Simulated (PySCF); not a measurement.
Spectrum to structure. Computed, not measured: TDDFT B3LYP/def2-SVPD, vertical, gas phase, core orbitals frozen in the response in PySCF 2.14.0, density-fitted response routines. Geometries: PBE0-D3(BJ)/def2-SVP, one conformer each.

```tsv
state	E (eV)	f
S1	6.04	0.0016
S2	6.41	0.013
S3	6.58	0.0021
S4	6.95	0.017
S5	7.19	0.077
S6	7.36	0.017
S7	7.58	0.022
S8	7.67	0.036
S9	7.82	0.0061
S10	7.96	0.0023
```

**Question.** Which candidate is it? All have the formula C5H5F.
A. `FC1=CC=CC1`
B. `C#C[C@@H]1C[C@@H]1F`
C. `C#CC1(F)CC1`
D. `C1(C)C(=C)C=1F`

**Answer.** B. Its S1, at 6.04 eV, is the highest among the candidates; the nearest of the others has S1 at 5.73 eV. S1 is HOMO→LUMO (79%), HOMO→LUMO+2 (11%). Löwdin shares by element: HOMO carbon 83% or more (atoms not listed hold the other 17%); LUMO carbon 37% or more, hydrogen 15% or more (atoms not listed hold the other 47%). At the same level the other candidates give, for their lowest levels:
- `C#CC1(F)CC1`: 5.73 eV (f 0.000); 6.47 eV (f 0.023); 6.93 eV (f 0.001); 6.98 eV (f 0.047); 7.59 eV (f 0.000); T1 5.17 eV; HOMO -7.32, LUMO -0.07 eV
- `FC1=CC=CC1`: 4.85 eV (f 0.070); 5.88 eV (f 0.001); 6.22 eV (f 0.015); 6.53 eV (f 0.006); 6.62 eV (f 0.006); T1 3.00 eV; HOMO -6.13, LUMO -0.89 eV
- `C=C1C(C)=C1F`: 4.80 eV (f 0.003); 4.86 eV (f 0.054); 5.93 eV (f 0.001); 6.25 eV (f 0.033); 6.95 eV (f 0.458); T1 3.69 eV; HOMO -5.78, LUMO -0.19 eV
Triplets come from the Tamm–Dancoff approximation.
